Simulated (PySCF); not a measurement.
Fill in the blanks.

Compound: C₅H₇O (charge +1).
Bonds: C1–C2 (double), C2–C3, C3–C4, C4–C5, C5–O6 (triple). Hydrogens: H7, H8 on C1; H9 on C2; H10, H11 on C3; H12, H13 on C4.

Conformer (atom-mapped SMILES and torsion angles): `[CH2:1]=[CH:2][CH2:3][CH2:4][C:5]#[O+:6]`: C1–C2–C3–C4 114°, C2–C3–C4–C5 -179°.

```csv
property,level,value
point group,PBE0-D3(BJ)/def2-SVP,?
"rotational constants A, B, C",PBE0-D3(BJ)/def2-SVP,"16.370, 1.410, 1.388 GHz"
HOMO energy,PBE0/def2-SVPD,-12.04 eV
LUMO energy,PBE0/def2-SVPD,-7.75 eV
lowest singlet excitation,TDDFT PBE0/def2-SVPD,?
strongest line among the 6 lowest singlet transitions,TDDFT PBE0/def2-SVPD,?
static isotropic polarisability,PBE0/def2-SVPD,62.1 au
electronic spatial extent ⟨r²⟩ about the centre of nuclear charge,PBE0/def2-SVPD,?
```

Electronic properties: PySCF, gas phase, density fitting. One conformer (not necessarily the lowest) at the PBE0-D3(BJ)/def2-SVP geometry, without solvent, vibrations or thermal averaging.

(1) Give the lowest singlet excitation.

(2) Give the strongest line among the 6 lowest singlet transitions.

(3) What is the electronic spatial extent ⟨r²⟩ about the centre of nuclear charge?

(4) Give the point group.

Answers

(1) 3.42 eV (362 nm, f = 0.010).

(2) S6 at 6.53 eV (190 nm, f = 0.108).

(3) 804 bohr².

(4) C1.

The largest Löwdin shares of the LUMO are 0.43 on C5, 0.33 on O6, 0.09 on C4 and 0.07 on C3. The principal polarisabilities are 43.7, 49.3 and 93.4 au; their mean is the isotropic value. With B = h/(8π²I), that is 505.379 GHz u Å² over I, the principal moments of inertia are 30.9, 358.4 and 364.0 u Å² (most abundant isotopes). The largest Löwdin shares of the HOMO are 0.40 on C2, 0.38 on C1 and 0.07 on C3.
